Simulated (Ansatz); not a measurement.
# CH7AlSi: ionisation energy by level of theory

An exercise on one series of results from a longer session: the logs are not shown, and one member is left open.

The runs use Ansatz 0.2.0, Gaussian basis; unrestricted cation, the program's frozen cores in correlated methods.

Plan: UKS PBE-D4/def2-TZVPP; UKS r2SCAN-D4/def2-TZVPP; UKS PBE0-D4/def2-TZVPP; UKS B3LYP-D4/def2-TZVPP; UKS wB97X-V/def2-TZVPP; UKS wB97M-V/def2-TZVPP; UKS B2PLYP/def2-TZVPP; UHF-CCSD(T)/def2-TZVPP; UHF-CCSD(T)/def2-QZVPP; extrapolation to the limit; then −ε(HOMO) from the neutral's earlier runs with LDA (SPW92), PBE-D4, revPBE-D4, BLYP-D4, r2SCAN-D4, B97M-V, PBE0-D4, B3LYP-D4, r2SCANh-D4, r2SCAN0-D4, HSE06-D4, BHLYP-D4, CAM-B3LYP-D4, LC-ωPBE, ωB97X-V, ωB97M-V.

### Structure used throughout

An earlier PBE0-D4 in a triple-zeta def2 set relaxation fixed the geometry.

SMILES `[CH3][AlH][SiH3]`, 10 atoms, charge 0, spin multiplicity 1.

Atoms are counted from 1 here; the program's logs count them from 0.

Bond lengths: C1–Al2 1.953 Å, C1–H4 1.096 Å, C1–H5 1.092 Å, C1–H6 1.096 Å, Al2–Si3 2.461 Å, Al2–H7 1.593 Å, Si3–H8 1.494 Å, Si3–H9 1.494 Å, Si3–H10 1.490 Å. Angles: Al2–C1–H4 110.5°, Al2–C1–H5 113.7°, Al2–C1–H6 110.2°, H4–C1–H5 108.0°, H4–C1–H6 106.2°, H5–C1–H6 107.9°, C1–Al2–Si3 120.6°, C1–Al2–H7 118.9°, Si3–Al2–H7 120.4°, Al2–Si3–H8 110.9°, Al2–Si3–H9 110.7°, Al2–Si3–H10 114.1°, H8–Si3–H9 106.3°, H8–Si3–H10 107.2°, H9–Si3–H10 107.2°.

Set-up of the first run:

The input, in.yaml:

```yaml
crystal:
  periodic: [false, false, false]
  atoms:
    - {symbol: C, position_ang: [-1.428446, 0.967154, -0.792407]}
    - {symbol: Al, position_ang: [0.409065, 0.309455, -0.720919]}
    - {symbol: Si, position_ang: [1.161657, -1.107311, 1.145404]}
    - {symbol: H, position_ang: [-1.909213, 0.659339, -1.727475]}
    - {symbol: H, position_ang: [-2.050649, 0.624124, 0.036631]}
    - {symbol: H, position_ang: [-1.438018, 2.062980, -0.790387]}
    - {symbol: H, position_ang: [1.416903, 0.709211, -1.887736]}
    - {symbol: H, position_ang: [0.334884, -2.347617, 1.241011]}
    - {symbol: H, position_ang: [1.000200, -0.395030, 2.448503]}
    - {symbol: H, position_ang: [2.586617, -1.533604, 1.050372]}
basis:
  gaussian: {orbitals: def2-TZVPP}
total_charge: 1
magnetization: {spin_polarized: true, initial_magnetization: 1}
hamiltonian: {xc: pbe, dispersion: d4}
```

Started as:

```
ansatz run in.yaml --threads 2 --pin off --events-out ev --progress --plain --max-ram 32768MiB --backend cpu
```

Steps of the session up to this table: Cation, UKS PBE-D4/def2-TZVPP; Cation, UKS r2SCAN-D4/def2-TZVPP; Cation, UKS PBE0-D4/def2-TZVPP; Cation, UKS B3LYP-D4/def2-TZVPP; Cation, UKS wB97X-V/def2-TZVPP; Cation, UKS wB97M-V/def2-TZVPP; Cation, UKS B2PLYP (frozen core)/def2-TZVPP; Cation, UHF-CCSD(T)/def2-TZVPP; Cation, UHF-CCSD(T)/def2-QZVPP.

One of the session's tables, all rows but one given; the rest of the session is left out.

Orbital estimates, from the neutral's runs:

| functional | −ε(HOMO) (eV) |
| --- | --- |
| LDA (SPW92) | 6.34 |
| PBE-D4 | 6.27 |
| revPBE-D4 | 6.24 |
| BLYP-D4 | 6.13 |
| r2SCAN-D4 | 6.51 |
| B97M-V | 6.59 |
| PBE0-D4 | 7.35 |
| B3LYP-D4 | 7.16 |
| r2SCANh-D4 | 6.90 |
| r2SCAN0-D4 | 7.50 |
| HSE06-D4 | 6.95 |
| BHLYP-D4 | 8.33 |
| CAM-B3LYP-D4 | 8.61 |
| LC-ωPBE | 9.92 |
| ωB97X-V | 9.60 |
| ωB97M-V | ? |

**Question.** Estimate the row for ωB97M-V.

**Answer.** −ε(HOMO) (eV): 9.35. In the column «−ε(HOMO) (eV)» it lies between CAM-B3LYP-D4 (8.61) and ωB97X-V (9.60).
